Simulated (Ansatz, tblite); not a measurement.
# (HMg-mu-Cl)2 (Mg2H2Cl2): removing and adding an electron

An exercise on one series of results from a longer session: the logs are not shown, and one member is left open.

The runs use Ansatz 0.2.0, Gaussian basis; as each input shows.

Levels to be run: charge +1 doublet, at the geometry of the singlet (PBE0-D4/def2-TZVP, PBE-D4/def2-TZVP, r2SCAN-D4/def2-TZVP, r2SCANh-D4/def2-TZVP, HSE06-D4/def2-TZVP, ωB97X-V/def2-TZVP, LC-ωPBE/def2-TZVP, B2PLYP/def2-TZVP); charge +1 doublet, relaxed (PBE0-D4/def2-TZVP, PBE-D4/def2-TZVP); charge -1 doublet, at the geometry of the singlet (PBE0-D4/def2-TZVPD, PBE-D4/def2-TZVPD, r2SCAN-D4/def2-TZVPD); charge -1 doublet, relaxed (PBE0-D4/def2-TZVPD, PBE-D4/def2-TZVPD); the starting singlet's energies come from earlier runs.

## The geometry

The singlet was relaxed beforehand with PBE0-D4/def2-SVP.

6 atoms, charge 0, spin multiplicity 1.

Atoms are counted from 1 here; the program's logs count them from 0.

Bond lengths: Mg1–H2 1.687 Å, Mg1–Cl3 2.402 Å, Mg1–Cl6 2.402 Å, Cl3–Mg4 2.402 Å, Mg4–H5 1.687 Å, Mg4–Cl6 2.402 Å. Angles: H2–Mg1–Cl3 134.6°, H2–Mg1–Cl6 134.6°, Cl3–Mg1–Cl6 90.7°, Mg1–Cl3–Mg4 89.3°, Cl3–Mg4–H5 134.6°, Cl3–Mg4–Cl6 90.7°, H5–Mg4–Cl6 134.6°, Mg1–Cl6–Mg4 89.3°.

Set-up of the first run:

in.yaml reads:

```yaml
crystal:
  periodic: [false, false, false]
  atoms:
    - {symbol: Mg, position_ang: [-0.993558, -0.031656, 1.364324]}
    - {symbol: H, position_ang: [-1.982963, -0.060304, 2.730166]}
    - {symbol: Cl, position_ang: [0.797881, -1.408413, 0.548390]}
    - {symbol: Mg, position_ang: [0.992958, 0.031117, -1.364766]}
    - {symbol: H, position_ang: [1.988670, 0.065264, -2.725891]}
    - {symbol: Cl, position_ang: [-0.802988, 1.403992, -0.552202]}
basis:
  gaussian: {orbitals: def2-SVP}
total_charge: 1
magnetization: {spin_polarized: true, initial_magnetization: 1}
hamiltonian: {xc: pbe0, dispersion: d4}
output: {orbitals: {seedname: orbitals}}
```

Started as:

```console
> ansatz run in.yaml --threads 2 --pin off --events-out ev --progress --plain --max-ram 4352MiB
```

Among the steps run: Charge +1 doublet at the fixed geometry, first pass, PBE0-D4/def2-SVP; Charge +1 doublet at the fixed geometry, PBE0-D4/def2-TZVP; Charge +1 doublet at the fixed geometry, PBE-D4/def2-TZVP; Charge +1 doublet at the fixed geometry, r2SCAN-D4/def2-TZVP; Charge +1 doublet at the fixed geometry, r2SCANh-D4/def2-TZVP; Charge +1 doublet at the fixed geometry, HSE06-D4/def2-TZVP; Charge +1 doublet at the fixed geometry, ωB97X-V/def2-TZVP; Charge +1 doublet at the fixed geometry, LC-ωPBE/def2-TZVP; Charge +1 doublet at the fixed geometry, B2PLYP/def2-TZVP.

One table of the session follows, with a row left open; its other results are not shown here.

It belongs to the step «Vertical ionisation energy». Beside −ε(HOMO) of the starting state:

```
               level  −ε(HOMO) (eV)  by difference (eV)  mismatch (eV)
    PBE-D4/def2-TZVP              ?                   ?              ?
 r2SCAN-D4/def2-TZVP           6.85                9.33          -2.48
r2SCANh-D4/def2-TZVP           7.29                9.47          -2.18
   PBE0-D4/def2-TZVP           7.79                9.64          -1.86
  HSE06-D4/def2-TZVP           7.38                9.58          -2.19
   LC-ωPBE/def2-TZVP          10.57               10.46          +0.11
   ωB97X-V/def2-TZVP          10.21               10.40          -0.19
```

Q: Estimate the row for PBE-D4/def2-TZVP from the others.

**Answer.** −ε(HOMO) (eV): 6.60; by difference (eV): 9.22; mismatch (eV): -2.61. In the column «−ε(HOMO) (eV)» it is the lowest.
